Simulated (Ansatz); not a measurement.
Compare A (`NC1CC1=O`) with its isomer B (`CC1=C(O)N1`).

Calculated with Ansatz (gas phase, PBE0-D4/def2-TZVP geometries, no zero-point term in ΔE). CCSD(T)/CBS is the MP2 limit (def2-TZVPP, def2-QZVPP) plus CCSD(T) − MP2 in def2-TZVPP, frozen cores. Functionals use def2-TZVPP. B3LYP here is the variant with VWN-RPA as its local correlation; programs differ in this. Each species was taken in one conformer, which may not be the lowest.

(1) Which isomer does CCSD(T)/CBS put lower? Give the gap. (Best estimate.)

(2) Give E(B) − E(A) in kJ/mol with HF/def2-TZVPP, B3LYP, MP2/def2-TZVPP, CCSD/def2-TZVPP, PBE-D4, CCSD(T)/def2-TZVPP, ωB97M-V. (An estimate is asked.)

(3) Does the order hold for the free energy at 298.15 K (harmonic terms from PBE0-D4)? (Estimate.)

Largest T1 diagnostic: 0.014.

## Answers

(1) The calculation gave: A, by 131.0 kJ/mol.

(2) The calculation gave: HF/def2-TZVPP 153.5, B3LYP 133.7, MP2/def2-TZVPP 131.8, CCSD/def2-TZVPP 138.9, PBE-D4 130.4, CCSD(T)/def2-TZVPP 135.0, ωB97M-V 137.4. None reverses the order clearly.

(3) The calculation gave: Yes: G(B) − G(A) = +127.6 kJ/mol, for one conformer each.

From PBE to PBE0 (25 % exact exchange), in def2-TZVPP and without D4, E(B) − E(A) moves by +5.8 kJ/mol. In def2-TZVPP, CCSD(T) changes the Hartree–Fock value by −18.5 kJ/mol (the triples alone add −3.9 kJ/mol) and MP2 by −21.7 kJ/mol.
